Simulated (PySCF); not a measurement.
PySCF input:

```python
from pyscf import gto, scf, mp, cc as ccmod

mol = gto.M(
    atom='''
    Si    0.21612307    0.20976238    0.22258598
    F    -0.72085928   -0.74673103    1.07691475
    F    -0.71439787    1.11947221   -0.68804678
    F     1.09906570   -0.69903821   -0.73511283
    ''',
    basis='cc-pvdz',
    charge=0,
    spin=1,
    verbose=4,
)

mf = scf.UHF(mol)
mf.conv_tol = 1e-10
mf.max_cycle = 100
mf.kernel()
mo, _, stable, _ = mf.stability(return_status=True)
if not stable:
    mf.kernel(mf.make_rdm1(mo, mf.mo_occ))
mp2 = mp.MP2(mf, frozen=8).run()
cc = ccmod.CCSD(mf, frozen=8)
cc.max_cycle = 100
cc.kernel()
et = cc.ccsd_t()
print(f'E(CCSD(T)) = {cc.e_tot + et:.9f}')
```

Q: Which total energy does the run end on?

A: -588.03162 Eh (CCSD(T)/cc-pVDZ).

It need not be the lowest isomer of its formula.
